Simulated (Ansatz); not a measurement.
**Rock-salt TiN**

Level of theory: HSE06 (PAW; Ansatz, an electronic-structure program).

Run with plane-wave cutoff 500 eV, 10×10×10 k mesh, Fermi–Dirac smearing 0.05 eV, no spin polarisation, scalar-relativistic PAW data made under PBE.

Cell: relaxed at this level.

* **equilibrium volume per atom**: 9.31 Å³/atom
* **lattice constant a**: 4.207 Å

Measured, for comparison: equilibrium volume per atom 9.52 Å³/atom, lattice constant a 4.239 Å (temperature not stated, not corrected to a static lattice; as tabulated in Zhang et al. (2018), doi:10.1088/1367-2630/aac7f0). Computed (rounded) less measured: equilibrium volume per atom -2.2 %, lattice constant a -0.8 %. A static lattice is as a rule a little smaller and stiffer than an uncorrected measurement, which can account for part of this.

Note: exact exchange on metals is sensitive to the k mesh and can open a false gap; the run has no spin polarisation, so it can have missed a magnetic state.

Static lattice: no zero-point or thermal effects.

It cost very roughly 8 core-minutes of CPU time.
